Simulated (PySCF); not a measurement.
CS2, SMILES S=C=S (connectivity only; charge and spin as stated), charge -1, multiplicity 2. Atoms are numbered in the order given.

```xyz
3

S      0.0000    -1.5491     0.0771
C      0.0000     0.0000    -0.4110
S      0.0000     1.5491     0.0771
```
Charge -1, spin multiplicity 2.

Geometry optimised at PBE0-D3(BJ)/def2-TZVPD. The multiplicity is an assumed one; other spin states were not compared.

These are PySCF with CAM-B3LYP/def2-TZVPD values and carry that method's errors.

Isolated molecule, no solvent.

* **total energy**: -834.54483 hartree
* **point group**: C2v
* **α spin, highest occupied and lowest empty level**: -0.68 and 3.98 eV
* **β spin, highest occupied and lowest empty level**: -2.53 and 3.96 eV
* **dipole moment about the centre of nuclear charge**: 0.07 D
* **mean static polarisability**: 82.5 bohr³ (12.22 Å³)
* **polarisability, principal values**: 55.7, 67.4, 124.3 bohr³
* **⟨S²⟩**: 0.759 (pure state 0.75)
